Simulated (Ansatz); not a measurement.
## Structure relaxation of GeCl

Theory: DFT PBE, scalar-relativistic, plane waves, PAW (Ansatz). Cutoff 420 eV, Γ-centred k mesh, Gaussian smearing, no spin polarisation in the final step.

GeCl was placed on the caesium chloride structure type (Pm-3m, No. 221), with Ge in place of Cs, at a guessed volume.

```xyz
2
Lattice="3.5519 0.0000 0.0000 0.0000 3.5519 0.0000 0.0000 0.0000 3.5519" Properties=species:S:1:pos:R:3 pbc="T T T"
Ge    0.0000    0.0000    0.0000
Cl    1.7759    1.7759    1.7759
```

Steps on the 16×16×16 mesh (2 atoms). 4 of 4 steps are shown, and the free energy counts from the last. Trial steps that were taken back and renewals of the plane-wave basis can be among the rows.

```
step  ΔF (meV/atom) V (Å³/atom) P (GPa)
   1            8.8        22.41    -2.13
   2            0.2        21.36    -0.42
   3           -0.1        21.12     0.04
   4            0.0        21.12     0.04
```

A final relaxation ran on a 16×16×16 mesh. The relaxed crystal, Pm-3m (No. 221):

```cif
data_structure
_symmetry_space_group_name_H-M 'Pm-3m'
_symmetry_Int_Tables_number 221
_cell_length_a 3.4826
_cell_length_b 3.4826
_cell_length_c 3.4826
_cell_angle_alpha 90.000
_cell_angle_beta 90.000
_cell_angle_gamma 90.000
_cell_volume 42.24
loop_
_atom_site_label
_atom_site_type_symbol
_atom_site_symmetry_multiplicity
_atom_site_Wyckoff_symbol
_atom_site_fract_x
_atom_site_fract_y
_atom_site_fract_z
_atom_site_occupancy
Ge1 Ge 1 a 0.00000 0.00000 0.00000 1
Cl1 Cl 1 b 0.50000 0.50000 0.50000 1
```

For GeCl, the volume per atom is 21.12 Å³, the density is 4.25 g/cm³ and the energy over the elements is 0.09 eV/atom. The gap on the 16×16×16 mesh is 0 eV (a metal).

The zero of energy is the elements' standard structures at the same level (Cl₂ as a molecule); no fitted shifts are applied.

The final run used a 16×16×16 mesh on its 2-atom cell and 0.10 eV smearing. The k mesh leaves about 4 meV/atom of noise in metals.

A structure relaxed within its symmetry needn't be a true minimum.

Cost: 2 runs of about 0.38 core-minutes in all, on Arm Neoverse V2 (shared hosts).